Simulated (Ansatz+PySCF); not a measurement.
**doublet H2OF in separate pieces: levels of theory in one basis**

```xyz
4

O     0.0000    0.0000   -0.1085
H     0.0000    0.0000    0.8679
H    30.0000    0.0000   -2.9815
F    30.0000    0.0000    0.3313
```

Basis set: 6-31G (spherical functions). Frozen core: 2 orbitals. Correlation on ROHF uses semicanonical orbitals with singles. Charge 0, multiplicity 2.

Computed with Ansatz (development build ahead of 0.2.0); each method stands on the lowest determinant of its kind that the runs found. NEVPT2 correlates all electrons. Active spaces start from the frontier orbitals, and the lowest solution found is given.

| method | E − E(ROHF) (eV) | <S²> of the determinant |
| --- | --- | --- |
| ROHF | 0.00 | 0.75 |
| UHF | -6.96 | 1.75 |
| ROHF-MP2 | -11.05 | – |
| UHF-MP2 | -11.52 | 1.75 |
| ROHF-CCSD | -11.63 | – |
| UHF-CCSD | -11.95 | 1.75 |
| ROHF-CCSD(T) | -12.77 | – |
| UHF-CCSD(T) | -11.98 | 1.75 |
| CASSCF(3,3) | -6.91 | – |
| SC-NEVPT2(5,5) | -11.67 | – |
| SC-NEVPT2(3,3) | -11.56 | – |

(1) What does CASSCF(5,5) give on the same scale?

(2) Is a single determinant a sound starting point here?

Answers

(1) -7.60 eV.

(2) It is doubtful. Unrestricted orbitals lower Hartree–Fock by 6.96 eV and <S²> is 1.75 where a pure state has 0.75, a sign of strong static correlation. The CASSCF(5,5) natural occupations are 1.97, 1.05, 1.00, 0.95, 0.03. The CASSCF(3,3) natural occupations are 1.05, 1.00, 0.95.

Caution for ROHF, ROHF-MP2, ROHF-CCSD, ROHF-CCSD(T): an unrestricted determinant lies well below. Caution for UHF, UHF-MP2, UHF-CCSD, UHF-CCSD(T): the unrestricted determinant is a mixture of spin states. Caution for ROHF-MP2, ROHF-CCSD: large amplitudes, a single reference is doubtful. Caution for ROHF-MP2, UHF-MP2: forces differ strongly between restricted and unrestricted references. Caution for UHF-MP2, UHF-CCSD, UHF-CCSD(T): bonds are stretched, where a single reference can fail. Caution for ROHF-CCSD(T): very large amplitudes, the method is breaking down; the amplitudes may be one of several solutions.
